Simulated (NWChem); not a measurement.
System: C2H3, doublet; SMILES [CH]=C

Excerpt of the output:

```
             Northwest Computational Chemistry Package (NWChem) 7.3.0
             --------------------------------------------------------

                             Geometry "geometry" -> ""
                             -------------------------

 Output coordinates in angstroms (scale by  1.889725989 to convert to a.u.)

  No.       Tag          Charge          X              Y              Z
 ---- ---------------- ---------- -------------- -------------- --------------
    1 C                    6.0000    -0.10703900    -0.70681900     0.00000000
    2 C                    6.0000    -0.00959100     0.59099800     0.00000000
    3 H                    1.0000     0.54811800    -1.56533200     0.00000000
    4 H                    1.0000     0.96015200     1.09406200     0.00000000
    5 H                    1.0000    -0.88502700     1.23596700     0.00000000

 Effective nuclear repulsion energy (a.u.)      28.5140900097

                                 NWChem DFT Module
                                 -----------------

 Summary of "ao basis" -> "ao basis" (spherical)
 ------------------------------------------------------------------------------
       Tag                 Description            Shells   Functions and Types
 ---------------- ------------------------------  ------  ---------------------
 C                          pcseg-2                 10       30   4s3p2d1f
 H                          pcseg-2                  6       14   3s2p1d

 in cosmo_initialize ...
 calling solv_data for solv:h2o

 solvent parameters
 solvname_short: h2o
 solvname_long:  water
 dielec:       78.4000
 dielecinf:     1.7769
 aqueous SMD model solvent descriptors
 dielec:       78.4000
 sola:          0.8200

          ---------------
          -cosmo- solvent
          ---------------
 Cosmo: York-Karplus, doi: 10.1021/jp992097l
 dielectric constant -eps-     =  78.40
 screen = (eps-1)/(eps    )    =   0.98724
 surface charge correction     = lagrangian

   van der Waals surface
 --------------------------

 ---------- ATOMIC COORDINATES (A.U.) ------------ VDWR(ANG.) --
     1   -0.20227438   -1.33569423    0.00000000     1.850
     2   -0.01812436    1.11682428    0.00000000     1.850
     3    1.03579283   -2.95804856    0.00000000     1.200
     4    1.81442419    2.06747739    0.00000000     1.200
     5   -1.67245852    2.33563896    0.00000000     1.200
 number of segments per atom =        128
 number of   points per atom =        128
 atom (   nspa,  nppa )
 ----------------------
    1 (     82,     0 )       0
    2 (     72,     0 )       0
    3 (     54,     0 )       0
    4 (     54,     0 )       0
    5 (     54,     0 )       0
 number of -cosmo- surface points =      316
 molecular surface =     66.686 angstrom**2
 molecular volume  =     44.339 angstrom**3
 -lineq- algorithm             =   0
 -bem- low  level              =   3
 -bem- from -octahedral-
 gaussian surface charge width =   4.50000
 degree of switching           =   1.00000
 switching function tolerance  =   0.00010
 atomic radii =
 --------------
    1  6.000  1.850
    2  6.000  1.850
    3  1.000  1.200
    4  1.000  1.200
    5  1.000  1.200
 ...... end of -cosmo- initialization ......

 nat:                     5
 ixmem:                  1509
 calling mnsol_interface()
 G(SMD-CDS) energy (kcal/mol)  =     3.816
 SMD-CDS SASA (angstrom**2)    =    83.633

[...]

                                COSMO-SMD solvation results
                                ---------------------------

             internal energy in gas <Psi(g)|H|Psi(g)> =       -77.829980204873
         internal energy in solvent <Psi(s)|H|Psi(s)> =       -77.829295192422
                               delta internal energy  =         0.000685012451 (    0.43 kcal/mol)
   total free energy in solvent <Psi(s)|H+V/2|Psi(s)> =       -77.834211710444
 polarization energy contribution <Psi(s)|V/2|Psi(s)> =        -0.004916518022 (   -3.09 kcal/mol)
    total free energy in solvent including G(SMD-CDS) =       -77.828131275489
                       G(SMD-CDS) energy contribution =         0.006080434955 (    3.82 kcal/mol)
     1 M fixed-concentration free energy of solvation =         0.001848929384 (    1.16 kcal/mol)

                    DFT Final Alpha Molecular Orbital Analysis
                    ------------------------------------------

 Vector    6  Occ=1.000000D+00  E=-4.492756D-01
              MO Center= -2.1D-01,  2.3D-01,  1.2D-11, r^2= 1.8D+00
   Bfn.  Coefficient  Atom+Function         Bfn.  Coefficient  Atom+Function
  ----- ------------  ---------------      ----- ------------  ---------------
     6      0.250677  1 C  py                36     -0.236310  2 C  py
    89     -0.215129  5 H  s                 35      0.212024  2 C  px
    90     -0.203439  5 H  s                  9      0.169551  1 C  py
    39     -0.146923  2 C  py                38      0.143766  2 C  px
    61     -0.123891  3 H  s                 62     -0.110160  3 H  s

 Vector    7  Occ=1.000000D+00  E=-3.112784D-01
              MO Center= -5.9D-02, -1.1D-01, -1.6D-10, r^2= 1.5D+00
   Bfn.  Coefficient  Atom+Function         Bfn.  Coefficient  Atom+Function
  ----- ------------  ---------------      ----- ------------  ---------------
     7      0.320554  1 C  pz                10      0.299600  1 C  pz
    37      0.286886  2 C  pz                40      0.260295  2 C  pz
    13      0.126973  1 C  pz                43      0.114665  2 C  pz

 Vector    8  Occ=1.000000D+00  E=-2.588236D-01
              MO Center= -2.2D-01, -4.8D-01,  1.5D-10, r^2= 1.8D+00
   Bfn.  Coefficient  Atom+Function         Bfn.  Coefficient  Atom+Function
  ----- ------------  ---------------      ----- ------------  ---------------
     5      0.388119  1 C  px                 8      0.376634  1 C  px
    11      0.250704  1 C  px                 4     -0.175702  1 C  s
     3     -0.160114  1 C  s                 76     -0.150079  4 H  s
    75     -0.134240  4 H  s                 90      0.126882  5 H  s
    62      0.121561  3 H  s                  9      0.116834  1 C  py

 Vector    9  Occ=0.000000D+00  E=-4.821994D-03
              MO Center= -4.3D-02,  9.6D-03,  5.5D-10, r^2= 2.7D+00
   Bfn.  Coefficient  Atom+Function         Bfn.  Coefficient  Atom+Function
  ----- ------------  ---------------      ----- ------------  ---------------
    43     -0.691746  2 C  pz                13      0.654402  1 C  pz
    10      0.311831  1 C  pz                40     -0.308105  2 C  pz
    37     -0.298369  2 C  pz                 7      0.294215  1 C  pz
    20     -0.036934  1 C  d -1              50     -0.032332  2 C  d -1
    69      0.028275  3 H  pz                83     -0.027858  4 H  pz

 Vector   10  Occ=0.000000D+00  E= 4.509379D-02
              MO Center=  4.1D-01,  4.3D-01,  6.6D-10, r^2= 7.8D+00
   Bfn.  Coefficient  Atom+Function         Bfn.  Coefficient  Atom+Function
  ----- ------------  ---------------      ----- ------------  ---------------
    34      2.016999  2 C  s                 91     -1.415474  5 H  s
    63     -1.401751  3 H  s                 77     -1.323667  4 H  s
     4      0.987893  1 C  s                 42      0.623598  2 C  py
    12     -0.554322  1 C  py                11      0.444689  1 C  px
    76      0.271299  4 H  s                 33     -0.262262  2 C  s

 Vector   11  Occ=0.000000D+00  E= 6.484707D-02
              MO Center=  1.1D-01, -7.1D-01,  5.6D-10, r^2= 8.8D+00
   Bfn.  Coefficient  Atom+Function         Bfn.  Coefficient  Atom+Function
  ----- ------------  ---------------      ----- ------------  ---------------
    63      2.290295  3 H  s                  4     -1.811709  1 C  s
    91     -1.596612  5 H  s                 34      1.330843  2 C  s
    11     -0.483919  1 C  px                12      0.461679  1 C  py
    41     -0.232625  2 C  px                62     -0.189744  3 H  s
    90      0.188049  5 H  s                 77     -0.172390  4 H  s

                     DFT Final Beta Molecular Orbital Analysis
                     -----------------------------------------

 Vector    5  Occ=1.000000D+00  E=-4.654488D-01
              MO Center=  2.6D-01,  1.8D-01,  1.0D-10, r^2= 1.6D+00
   Bfn.  Coefficient  Atom+Function         Bfn.  Coefficient  Atom+Function
  ----- ------------  ---------------      ----- ------------  ---------------
     6      0.240087  1 C  py                36     -0.239637  2 C  py
    35     -0.209914  2 C  px                75     -0.198174  4 H  s
    76     -0.175329  4 H  s                 39     -0.158630  2 C  py
    38     -0.149362  2 C  px                61     -0.143709  3 H  s
     9      0.134787  1 C  py                62     -0.134000  3 H  s

 Vector    6  Occ=1.000000D+00  E=-4.320538D-01
              MO Center= -1.5D-01,  3.7D-01, -4.3D-12, r^2= 1.8D+00
   Bfn.  Coefficient  Atom+Function         Bfn.  Coefficient  Atom+Function
  ----- ------------  ---------------      ----- ------------  ---------------
    35      0.266004  2 C  px                89     -0.218436  5 H  s
    90     -0.197872  5 H  s                  6      0.195883  1 C  py
    38      0.194311  2 C  px                36     -0.185165  2 C  py
     9      0.127307  1 C  py                61     -0.124675  3 H  s
    62     -0.116674  3 H  s                 39     -0.115810  2 C  py

[...]
```

Level: PBE0/pcseg-2, spin-unrestricted, SMD on the gas-phase geometry. In the optimisation the excess spin sits in a' (Cs, its own frame). The geometry was optimised at PBE0-D3(BJ)/def2-TZVP, spin-unrestricted. No stability test was run on the SCF state. Solvent: water.

**Question.** Reconstruct the input file.

**Answer.** One answer among several that fit: the input that was run:
```
start job
memory heap 200 mb stack 900 mb global 1100 mb
geometry units angstroms noautosym nocenter noautoz
  C     -0.107039    -0.706819     0.000000
  C     -0.009591     0.590998     0.000000
  H      0.548118    -1.565332     0.000000
  H      0.960152     1.094062     0.000000
  H     -0.885027     1.235967     0.000000
end
basis spherical
  C library pcseg-2
  H library pcseg-2
end
dft
  odft
  mult 2
  xc pbe0
  iterations 150
end
cosmo
  do_cosmo_smd true
  solvent water
end
task dft energy
```
